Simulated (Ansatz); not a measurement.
## Nudged elastic band run: H5NSi2

The input (input.yaml):

```yaml
crystal:
  periodic: [false, false, false]
  atoms:
    - { symbol: "N", position_ang: [-1.497164, 0.929376, -1.570688] }
    - { symbol: Si, position_ang: [-0.101036, 0.827994, -0.726663] }
    - { symbol: Si, position_ang: [0.602773, -0.717581, 0.911303] }
    - { symbol: H, position_ang: [-2.182675, 0.195796, -1.353831] }
    - { symbol: H, position_ang: [0.896444, 1.897228, -1.047545] }
    - { symbol: H, position_ang: [0.907703, 0.004375, 2.189609] }
    - { symbol: H, position_ang: [1.850155, -1.410188, 0.45026] }
    - { symbol: H, position_ang: [-0.476189, -1.727001, 1.147566] }
basis:
  gaussian: { orbitals: cc-pVDZ }
hamiltonian:
  xc: r2scan
  dispersion: d4
neb:
  order_check: false
  images: 5
  f_tol: 0.05
  max_iterations: 60
  final_atoms:
    - { symbol: "N", position_ang: [-1.69294419, 0.36641182, -1.22248412] }
    - { symbol: Si, position_ang: [-0.19071664, 0.69256888, -0.66644419] }
    - { symbol: Si, position_ang: [0.65851927, -0.74892321, 0.96706779] }
    - { symbol: H, position_ang: [-2.04250276, 1.01494282, -1.9394673] }
    - { symbol: H, position_ang: [0.72078648, 1.82514402, -1.08540316] }
    - { symbol: H, position_ang: [0.98285894, 0.02982983, 2.20635619] }
    - { symbol: H, position_ang: [1.92404209, -1.3822757, 0.47218441] }
    - { symbol: H, position_ang: [-0.36003218, -1.79769945, 1.26820138] }
  initial_path:
    images:
      - { positions_ang: [[-1.497164, 0.929376, -1.570688], [-0.101036, 0.827994, -0.726663], [0.602773, -0.717581, 0.911303], [-2.182675, 0.195796, -1.353831], [0.896444, 1.897228, -1.047545], [0.907703, 0.004375, 2.189609], [1.850155, -1.410188, 0.45026], [-0.476189, -1.727001, 1.147566]] }
      - { positions_ang: [[-1.48769398, 0.81780037, -1.61317051], [-0.12363334, 0.74601314, -0.73087126], [0.62933265, -0.72798917, 0.92168377], [-2.23687701, 0.4788964, -1.39618463], [0.82125218, 1.84538457, -1.04750983], [0.88148611, -0.00290584, 2.19673867], [1.89995932, -1.37567056, 0.49915072], [-0.38381493, -1.78152991, 1.17017406]] }
      - { positions_ang: [[-1.47822396, 0.70622473, -1.65565302], [-0.14623068, 0.66403227, -0.73507952], [0.65589231, -0.73839734, 0.93206454], [-2.29107903, 0.76199679, -1.43853825], [0.74606036, 1.79354114, -1.04747465], [0.85526923, -0.01018667, 2.20386835], [1.94976363, -1.34115311, 0.54804144], [-0.29144087, -1.83605881, 1.19278212]] }
      - { positions_ang: [[-1.46875394, 0.5946491, -1.69813553], [-0.16882802, 0.58205141, -0.73928778], [0.68245196, -0.74880552, 0.94244531], [-2.34528104, 1.04509719, -1.48089188], [0.67086854, 1.74169771, -1.04743948], [0.82905234, -0.01746751, 2.21099802], [1.99956795, -1.30663567, 0.59693216], [-0.1990668, -1.89058772, 1.21539018]] }
      - { positions_ang: [[-1.54348402, 0.51857001, -1.53958506], [-0.17612423, 0.61889057, -0.71500658], [0.6744744, -0.74884475, 0.9506528], [-2.24435495, 1.03504573, -1.63375035], [0.68750786, 1.76951315, -1.06009404], [0.88032121, -0.00170173, 2.20945074], [1.97439266, -1.33184901, 0.55534957], [-0.25272193, -1.85962496, 1.23299391]] }
      - { positions_ang: [[-1.6182141, 0.44249091, -1.38103459], [-0.18342043, 0.65572972, -0.69072539], [0.66649683, -0.74888398, 0.9588603], [-2.14342886, 1.02499428, -1.78660882], [0.70414717, 1.79732858, -1.0727486], [0.93159007, 0.01406405, 2.20790347], [1.94921737, -1.35706235, 0.51376699], [-0.30637706, -1.82866221, 1.25059765]] }
      - { positions_ang: [[-1.69294419, 0.36641182, -1.22248412], [-0.19071664, 0.69256888, -0.66644419], [0.65851927, -0.74892321, 0.96706779], [-2.04250276, 1.01494282, -1.9394673], [0.72078648, 1.82514402, -1.08540316], [0.98285894, 0.02982983, 2.20635619], [1.92404209, -1.3822757, 0.47218441], [-0.36003218, -1.79769945, 1.26820138]] }
```

Command:

```bash
$ ansatz run input.yaml --threads 1 --pin off --max-ram 2048MiB --backend cpu --events-out ev --progress --plain --runs-dir out
```

Output, in part (warnings, iteration lines, the closing report on the highest movable image, with atoms numbered from 0):

```
NEB end point (image 0): max|allowed force component| = 8.551e-3 eV/Å (the criterion of neb.relax_end_points is 1.000e-2)
NEB end point (image 6): max|allowed force component| = 1.584e-2 eV/Å (the criterion of neb.relax_end_points is 1.000e-2)
NEB iter   1: max|band force component| = 1.403e1 eV/Å  barrier→ = 1.6269 eV  barrier← = 1.6100 eV  Δτ_max = 0.1971 Å  (188 SCF iters)
NEB iter   2: max|band force component| = 9.913e-1 eV/Å  barrier→ = 0.7086 eV  barrier← = 0.6916 eV  Δτ_max = 0.1382 Å  (153 SCF iters)
NEB iter   3: max|band force component| = 9.229e-1 eV/Å  barrier→ = 0.5623 eV  barrier← = 0.5453 eV  Δτ_max = 0.1866 Å  (137 SCF iters)
NEB iter   4: max|band force component| = 1.162e0 eV/Å  barrier→ = 0.4565 eV  barrier← = 0.4396 eV  Δτ_max = 0.0997 Å  (143 SCF iters)
NEB iter   5: max|band force component| = 5.153e-1 eV/Å  barrier→ = 0.4335 eV  barrier← = 0.4165 eV  Δτ_max = 0.1908 Å  (138 SCF iters)
NEB iter   6: max|band force component| = 4.945e-1 eV/Å  barrier→ = 0.3989 eV  barrier← = 0.3819 eV  CI = image 3  Δτ_max = 0.0628 Å  (144 SCF iters)
NEB iter   7: max|band force component| = 4.209e-1 eV/Å  barrier→ = 0.3887 eV  barrier← = 0.3717 eV  CI = image 3  Δτ_max = 0.0332 Å  (135 SCF iters)
NEB iter   8: max|band force component| = 1.436e-1 eV/Å  barrier→ = 0.3827 eV  barrier← = 0.3657 eV  CI = image 3  Δτ_max = 0.0384 Å  (134 SCF iters)
NEB iter   9: max|band force component| = 8.442e-2 eV/Å  barrier→ = 0.3806 eV  barrier← = 0.3636 eV  CI = image 3  Δτ_max = 0.0228 Å  (136 SCF iters)
NEB iter  10: max|band force component| = 4.037e-2 eV/Å  barrier→ = 0.3803 eV  barrier← = 0.3633 eV  CI = image 3  Δτ_max = 0.0000 Å  (262 SCF iters)
Total energy: -17322.57066136 eV, -636.5927301449 hartree
Atom 0 at    -1.547305     0.724249    -1.305650 Å, force    -0.012073     0.015366    -0.007654 eV/Å
Atom 1 at    -0.090410     0.749010    -0.713469 Å, force     0.020894    -0.018839     0.011883 eV/Å
Atom 2 at     0.667916    -0.747505     0.944029 Å, force    -0.006704     0.008274    -0.012633 eV/Å
Atom 3 at    -2.477999     0.702534    -1.676675 Å, force     0.003013    -0.011730     0.005447 eV/Å
Atom 4 at     0.940976     1.755404    -1.162424 Å, force     0.003460     0.009663    -0.002974 eV/Å
Atom 5 at     0.823069    -0.021661     2.248119 Å, force    -0.010508    -0.004554     0.003713 eV/Å
Atom 6 at     2.009418    -1.307375     0.572807 Å, force    -0.000082    -0.000231    -0.010449 eV/Å
Atom 7 at    -0.325653    -1.854656     1.093273 Å, force     0.002000     0.002050     0.012666 eV/Å
Dipole moment:     0.087657    -0.045456     0.078416 e Å
```

It converged. A vibrational analysis at the climbing image gives one clearly imaginary mode, 605i cm⁻¹: a first-order saddle point.

Final band (atoms are numbered from 1 in the order of the input):

| image | path coordinate (Å) | energy (kcal/mol) | angle H4–N1–Si2 (°) |
| --- | --- | --- | --- |
| 0 | 0.00 | 0.0 | 115 |
| 1 | 0.37 | 0.1 | 117 |
| 2 | 0.75 | 3.3 | 139 |
| 3 | 1.12 | 8.8 | 179 |
| 4 | 1.47 | 4.1 | 143 |
| 5 | 1.83 | 0.5 | 118 |
| 6 | 2.18 | 0.4 | 115 |

Run time: 2.7 min on 1 thread of Arm Neoverse V2, on a shared host, peak memory 0.14 GiB.
